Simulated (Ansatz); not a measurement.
The same path of AlH5OS (8 atoms, charge 0, multiplicity 1) was run twice with different band settings. Lost on the way: S6–H8. Made: O2–H8.

Level of theory: RKS PBE/def2-SVP (Ansatz).

Relaxed end points:

```xyz
8
Properties=species:S:1:pos:R:3
Al -0.011 0.129 0.217
O -0.220 -0.317 1.924
H -0.986 -0.840 2.212
H 1.498 0.064 -0.309
H -1.299 0.020 -0.731
S -0.070 2.588 1.130
H 1.277 2.614 1.341
H -0.258 1.614 2.107
```

```xyz
8
Properties=species:S:1:pos:R:3
Al 0.087 0.496 0.124
O -0.235 -0.169 2.024
H -1.095 -0.614 2.175
H 1.547 -0.017 -0.270
H -1.264 0.018 -0.596
S -0.059 2.632 0.919
H 1.281 2.766 1.133
H -0.329 0.760 2.383
```

Common settings: spring 5.0 eV/Å²; optimiser quadratic models (default); start path through a guess of the saddle point; force threshold 0.05 eV/Å; iteration limit 60; end points relaxed.

| run | movable images | climbing image |
| --- | --- | --- |
| 1 | 7 | yes |
| 2 | 1 | no |

What does each run give, and how far can it be trusted?

Run 1: converged after 11 iterations, highest image 0.018 eV above the first end. A vibrational analysis at the climbing image gives one clearly imaginary mode, 384i cm⁻¹: a first-order saddle point.
Run 2: converged after 9 iterations, highest image 0.000 eV above the first end. The highest image is an end point: on this band no image between the ends rises above it. So few images can step over the top or miss a turn of the path.
The orbitals stay closed-shell, which can raise the energy where a bond breaks towards radicals; this wasn't checked here.
